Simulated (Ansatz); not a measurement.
# SiClF (triplet): the correlation ladder at a displaced geometry (v2), cc-pVDZ

How much of the correlation energy of SiClF (triplet) does each wave-function method recover here?

Method: cc-pVDZ, core rule «outside noble gas», up to 11 orbitals frozen; program: Ansatz 0.2.0, Gaussian basis.

Plan: UHF; CCSD(T) on ROHF; CCSD(T) on UHF; BCCD(T) on ROHF; CISD; CCSDT(Q) on ROHF; CCSDT(Q) on UHF.

35 further runs of the same task are left out: 17 for a known fault of the program, 8 that didn't finish, 10 set aside as unsound or not needed.

### 1 The geometry

The geometry is a PBE0/def2-TZVP stationary point (not a proven minimum) with its atoms shifted at random (size 0.100 Å).

3 atoms, charge 0, spin multiplicity 3.

Atoms are counted from 1 here; the program's logs count them from 0.

Bond lengths: Cl1–Si2 2.039 Å, Si2–F3 1.632 Å. Angles: Cl1–Si2–F3 115.0°.

### 2 UHF

Contents of in.yaml:

```yaml
crystal:
  periodic: [false, false, false]
  atoms:
    - {symbol: Cl, position_ang: [0.076417, -0.162529, 1.353142]}
    - {symbol: Si, position_ang: [-0.088457, 0.574441, -0.541322]}
    - {symbol: F, position_ang: [-0.011836, -0.545904, -1.724863]}
basis:
  gaussian: {orbitals: cc-pVDZ}
magnetization: {spin_polarized: true, initial_magnetization: 2}
hamiltonian: {xc: hf}
output: {orbitals: {seedname: orbitals}}
```

Started as:

```console
$ ansatz run in.yaml --threads 1 --pin off --events-out ev --progress --plain --max-ram 2393MiB
```

The runs that follow: CCSD(T) on ROHF; CCSD(T) on UHF; BCCD(T) on ROHF; CISD; CCSDT(Q) on ROHF; CCSDT(Q) on UHF.

**Question.** What will the summary of the whole plan be? Wanted: UCCSDT(Q) below the RHF energy; RMP2 from UCCSDT(Q); UMP2 from UCCSDT(Q); RCCSD from UCCSDT(Q); RCCSD(T) from UCCSDT(Q); UCCSD(T) from UCCSDT(Q); RCCSDT(Q) from UCCSDT(Q); T1 diagnostic.

The runs gave:

| quantity | value |
| --- | --- |
| UCCSDT(Q) below the RHF energy | -11.0632 eV |
| RMP2 from UCCSDT(Q) | +18.29 kcal/mol |
| UMP2 from UCCSDT(Q) | +18.13 kcal/mol |
| RCCSD from UCCSDT(Q) | +6.24 kcal/mol |
| RCCSD(T) from UCCSDT(Q) | +1.10 kcal/mol |
| UCCSD(T) from UCCSDT(Q) | +1.09 kcal/mol |
| RCCSDT(Q) from UCCSDT(Q) | +0.08 kcal/mol |
| levels within 1 kcal/mol (43 meV) | RCCSDT, UCCSDT, RCCSDT(Q) |
| T1 diagnostic | 0.019 |

**Reading.** RCCSD(T) lands +1.10 kcal/mol from the yardstick (0.4 % of the correlation energy). These misses are within one basis, not against nature; the frozen cores of restricted and unrestricted runs differ, which can shift their rows.
